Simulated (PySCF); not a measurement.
**O₂−: bond curves at several levels of theory**

One table from this session's results is given with a row withheld; the runs are named, their logs left out.

The runs use PySCF 2.14.0; O def2-SVPD, no relativity.

1 further run of the same task is left out (set aside as unsound or not needed).

The first run:

The job is set up so:

```json
{
  "atoms": "O, O",
  "charge": "-1",
  "basis": "O def2-SVPD",
  "Hamiltonian": "no relativity",
  "basis functions": "46",
  "electrons treated": "17",
  "masses in u": "15.9949, 15.9949",
  "levels": "PBE0, PBE, r²SCAN, revPBE, r²SCAN0, TPSSh, MP2, SCS-MP2, CCSD, CCSD(T)",
  "grid": "80 radial by 434 angular points",
  "occupations": "held fixed by the projection of orbital angular momentum",
  "dissociation limit": "O + O−, each in its ground configuration",
  "starting distance in angstrom": "1.300",
  "values of 2S to try": "1, 3"
}
```

Run with:

```console
$ OMP_NUM_THREADS=1 python dia.py task.json out
```

Among the steps run: The job; First curve: PBE0; Higher solutions at PBE0; PBE (GGA); r²SCAN; revPBE (GGA); r²SCAN0 (hybrid meta-GGA); TPSSh; MP2 and coupled cluster.

One table of the session follows, with a row left open; its other results are not shown here.

Energy (eV) from each level's lowest point:

```
R (Å)  UHF-MP2  UHF-SCS-MP2  UHF-CCSD  UHF-CCSD(T)    PBE
1.135    1.470        1.438       n/a          n/a  1.388
1.188    0.740        0.713     0.655        0.739  0.686
1.241        ?            ?         ?            ?      ?
1.280    0.120        0.106     0.073        0.116  0.097
1.320    0.025        0.018     0.000        0.023  0.013
1.360    0.000        0.000     0.000        0.000  0.000
1.412    0.046        0.055     0.084        0.051  0.065
1.478    0.190        0.211     0.283        0.205  0.241
1.558    0.437        0.473     0.607        0.472  0.542
1.663    0.819        0.872       n/a          n/a  1.021
```

Estimate the missing values for R (Å) = 1.241.

Worked estimate for «UHF-MP2». A straight line through the neighbours (1.188, 0.740) and (1.280, 0.120) gives 0.740 + (0.120 − 0.740) × (1.241 − 1.188) / (1.280 − 1.188) = 0.383; a parabola fitted to 4 rows on both sides gives 0.291.

**Answer.** UHF-MP2: 0.305; UHF-SCS-MP2: 0.285; UHF-CCSD: 0.239; UHF-CCSD(T): 0.301; PBE: 0.270. In «UHF-MP2» the line misses by +0.078 and the parabola by -0.014.
